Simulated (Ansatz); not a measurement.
**Which level was it?**

C2F4: 6 atoms, total charge 0, spin state singlet. SMILES: `FC(F)=C(F)F`. The shape is that of a PBE0-D4/def2-TZVP optimisation.

```tsv
atom	x (Å)	y (Å)	z (Å)
F	1.1692	-1.1345	-0.7080
C	0.2025	-0.6402	0.0257
F	-0.3375	-1.5206	0.8323
C	-0.1884	0.6188	-0.0411
F	0.3515	1.4993	-0.8476
F	-1.1552	1.1131	0.6926
```

A calculation with Ansatz 0.2.0 gave:

* total energy: -475.3691 Eh
* HOMO energy: -8.44 eV
* LUMO energy: 2.51 eV
* HOMO–LUMO gap: 10.95 eV

Question: Which of these levels gave the numbers?
A. SVWN5/6-31G* (spherical functions)
B. CAM-B3LYP/6-31G* (spherical functions)
C. r2SCAN/6-31G* (spherical functions)
D. PBE/6-31G* (spherical functions)

Answer: B. The others give -472.3029 Eh (SVWN5/6-31G* (spherical functions)), -475.2955 Eh (r2SCAN/6-31G* (spherical functions)), -475.0405 Eh (PBE/6-31G* (spherical functions)).
